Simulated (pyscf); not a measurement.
F–B(F)–F (SMILES FB(F)F) + NH₃ (SMILES N) → HF (SMILES F) + H₂N–B(F)–F (SMILES NB(F)F), a four-centre exchange (singlet surface; B–F, H–N broken, F–H, B–N formed). Structures and frequencies: ωB97X-D3(BJ)/def2-SVP in PySCF. MP2 and CC: frozen core, UHF for open shells. ΔMP2 is the change of the MP2 total energy from the triple- to the quadruple-zeta basis. Energies in kcal/mol from the separated reactants.

Small-basis levels: PySCF, no dispersion term, spherical d functions. AM1 to PM7: differences of heats of formation from MOPAC. GFN2-xTB: tblite. Cost: rough CPU time at the saddle relative to B3LYP/6-31G*, from one job on a shared machine.

| level | barrier | reaction energy | cost |
|---|---|---|---|
| HF/6-31G* | 29.7 | +15.1 | 0.10 |
| MP2/6-31G* | (withheld) | +13.3 | 0.1 |
| SVWN5/6-31G* | -4.1 | +15.5 | 0.9 |
| PBE/6-31G* | 8.8 | +16.8 | 1 |
| B3LYP/6-311+G** | (withheld) | +2.6 | 1 |
| B3LYP/def2-SVP | 10.8 | +10.3 | 1 |
| GFN2-xTB | 21.2 | +5.7 | under 0.02 |
| AM1 | 56.5 | +5.8 | under 0.02 |
| PM6 | 27.1 | +10.2 | under 0.02 |
| CCSD(T)/def2-TZVPP + ΔMP2(QZVPP) | (withheld) | +6.2 | – |

### Question
Complete the blanks.

### Answer

- MP2/6-31G*, barrier: 14.5
- B3LYP/6-311+G**, barrier: 16.0
- CCSD(T)/def2-TZVPP + ΔMP2(QZVPP), barrier: 17.6

Against the last row the barrier runs from -21.7 (SVWN5/6-31G*) to +38.9 kcal/mol (AM1); B3LYP/6-311+G** happens to lie closest here (1.6 kcal/mol apart). At SVWN5/6-31G*, PBE/6-31G* this geometry lies under one side, so the entry may be no barrier of that level: it is a single point on another level's saddle. CCSD(T)/def2-TZVPP + ΔMP2(QZVPP) has limits of its own. On the reactant side the descent ends in an adduct with a B–N contact, 22.6 kcal/mol under the separated species and 37.9 kcal/mol under the saddle at ωB97X-D3(BJ)/def2-TZVP. On the product side the descent ends in a complex, 4.5 kcal/mol under the separated species and 13.4 kcal/mol under the saddle at ωB97X-D3(BJ)/def2-TZVP. What is counted as formed (B–N) is already present as a longer contact in the reactant adduct; forming that adduct is a step of its own. At ωB97X-D3(BJ) the barrier from the zero used here is 15.4 kcal/mol. This is the saddle that the search found; another between the same sides may lie lower. The CCSD(T) − MP2 part came from Ansatz, without density fitting, on the same reference.
